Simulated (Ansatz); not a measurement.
# C₃H₂O (SMILES C#CC=O): functionals against CCSD(T) at one geometry

Aim: energy, forces and dipole at a structure displaced at random from a GFN2-xTB minimum, from CCSD(T) and from density functionals.

Method: single points in def2-TZVPP; program: Ansatz 0.2.0, Gaussian basis.

Cores are frozen in the correlated methods.

## (1) Starting geometry

SMILES `C#CC=O`, 6 atoms, charge 0, spin multiplicity 1.

Atoms are counted from 1 here; the program's logs count them from 0.

Bond lengths: C1–C2 1.061 Å, C1–H5 1.096 Å, C2–C3 1.423 Å, C3–O4 1.101 Å, C3–H6 1.226 Å. Angles: C2–C1–H5 173.3°, C1–C2–C3 175.2°, C2–C3–O4 124.9°, C2–C3–H6 113.5°, O4–C3–H6 120.3°.

Geometry (Å):

```xyz
6
charge 0, multiplicity 1
C    -0.2726    1.0043   -0.9589
C     0.0092    0.2625   -0.2541
C     0.3384   -0.8137    0.6173
O    -0.2840   -1.7074    0.7766
H    -0.6689    1.7878   -1.6150
H     1.2595   -0.5576    1.3841
```

## (2) CCSD(T)/def2-TZVPP

Input file run/in.yaml:

```yaml
crystal:
  periodic: [false, false, false]
  atoms:
    - {symbol: C, position_ang: [-0.272600, 1.004300, -0.958900]}
    - {symbol: C, position_ang: [0.009200, 0.262500, -0.254100]}
    - {symbol: C, position_ang: [0.338400, -0.813700, 0.617300]}
    - {symbol: O, position_ang: [-0.284000, -1.707400, 0.776600]}
    - {symbol: H, position_ang: [-0.668900, 1.787800, -1.615000]}
    - {symbol: H, position_ang: [1.259500, -0.557600, 1.384100]}
basis:
  gaussian: {orbitals: def2-TZVPP}
correlation: {method: ccsd_t}
output: {forces: true}
```

No record of the launch command was kept for these runs.

## (3) PBE0-D4/def2-TZVPP

Edit run/in.yaml of step 2 so:

```diff
@@ -11,3 +11,3 @@
   gaussian: {orbitals: def2-TZVPP}
-correlation: {method: ccsd_t}
-output: {forces: true}
+hamiltonian: {xc: pbe0, dispersion: d4}
+output: {forces: true, orbitals: {seedname: orbitals}}
```

## (4) wB97M-V/def2-TZVPP

Edit run/in.yaml of step 3 so:

```diff
@@ -11,3 +11,3 @@
   gaussian: {orbitals: def2-TZVPP}
-hamiltonian: {xc: pbe0, dispersion: d4}
-output: {forces: true, orbitals: {seedname: orbitals}}
+hamiltonian: {xc: {name: wB97M-V}}
+output: {forces: true}
```

## (5) r2SCAN-D4/def2-TZVPP

Edit run/in.yaml of step 4 so:

```diff
@@ -11,3 +11,3 @@
   gaussian: {orbitals: def2-TZVPP}
-hamiltonian: {xc: {name: wB97M-V}}
+hamiltonian: {xc: r2scan, dispersion: d4}
 output: {forces: true}
```

## (6) PBE-D4/def2-TZVPP

Edit run/in.yaml of step 5 so:

```diff
@@ -11,3 +11,3 @@
   gaussian: {orbitals: def2-TZVPP}
-hamiltonian: {xc: r2scan, dispersion: d4}
+hamiltonian: {xc: pbe, dispersion: d4}
 output: {forces: true}
```

## (7) BHLYP-D4/def2-TZVPP

Edit run/in.yaml of step 6 so:

```diff
@@ -11,3 +11,3 @@
   gaussian: {orbitals: def2-TZVPP}
-hamiltonian: {xc: pbe, dispersion: d4}
+hamiltonian: {xc: {name: BHLYP}, dispersion: d4}
 output: {forces: true}
```

## (8) HSE06-D4/def2-TZVPP

Edit run/in.yaml of step 7 so:

```diff
@@ -11,3 +11,3 @@
   gaussian: {orbitals: def2-TZVPP}
-hamiltonian: {xc: {name: BHLYP}, dispersion: d4}
+hamiltonian: {xc: hse06, dispersion: d4}
 output: {forces: true}
```

(Steps that only read results are left out.)

**Question.** What will these runs give? Wanted: energy less free atoms, CCSD(T)/def2-TZVPP; RMS force component; RMS force error; HOMO and LUMO, PBE0-D4; T1 diagnostic.

As calculated:

| quantity | value |
| --- | --- |
| energy less free atoms, CCSD(T)/def2-TZVPP | -2449.2 kJ/mol |
| RMS force component | 8.088 to 8.962 eV/Å over the methods |
| RMS force error | PBE0-D4 0.447, wB97M-V 0.527, r2SCAN-D4 0.327, PBE-D4 0.230, BHLYP-D4 0.930, HSE06-D4 0.431 eV/Å |
| HOMO and LUMO, PBE0-D4 | -7.93 and -1.30 eV |
| T1 diagnostic | 0.012 |

What this shows: Against CCSD(T) the functionals' energies less atoms differ by -223.2 to +9.3 kJ/mol, PBE-D4 by -223.2 kJ/mol. CCSD(T) in triple zeta still lacks some correlation energy of the bonds, so part of these gaps is its own basis error and they don't rank the functionals. On forces the order runs from PBE-D4 to BHLYP-D4. Frozen-core CCSD(T) forces in triple zeta carry basis errors of their own, and this is one geometry, so small gaps rank nothing.
